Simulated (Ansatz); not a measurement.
Two isomers of C4H9N: A = `NC1CCC1`, B = `CCC(C)=N`.

Computed with Ansatz on PBE0-D4/def2-TZVP structures; ΔE is electronic, products minus reactants. CCSD(T)/CBS is the MP2 limit (def2-TZVPP, def2-QZVPP) plus CCSD(T) − MP2 in def2-TZVPP, frozen cores. DFT in def2-TZVPP. B3LYP here is the variant with VWN-RPA as its local correlation; programs differ in this. Each species was taken in one conformer, which may not be the lowest.

Q: Which isomer does CCSD(T)/CBS put lower? Give the gap. (An estimate is asked.)

A: Ansatz gave: B, by 13.2 kcal/mol.

Q: Give E(B) − E(A) in kcal/mol with PBE0-D4, HF/def2-TZVPP, CCSD/def2-TZVPP, r2SCAN-D4, B3LYP-D4, PBE-D4, CCSD(T)/def2-TZVPP. (Best estimate.)

A: The calculation gave: PBE0-D4 -10.5, HF/def2-TZVPP -17.1, CCSD/def2-TZVPP -13.2, r2SCAN-D4 -14.0, B3LYP-D4 -16.3, PBE-D4 -12.6, CCSD(T)/def2-TZVPP -13.6. None reverses the order clearly.

Largest T1 diagnostic: 0.011.

In def2-TZVPP, CCSD(T) changes the Hartree–Fock value by +3.5 kcal/mol (the triples alone add −0.4 kcal/mol) and MP2 by +5.3 kcal/mol. From PBE to PBE0 (25 % exact exchange), in def2-TZVPP and without D4, E(B) − E(A) moves by +2.2 kcal/mol.
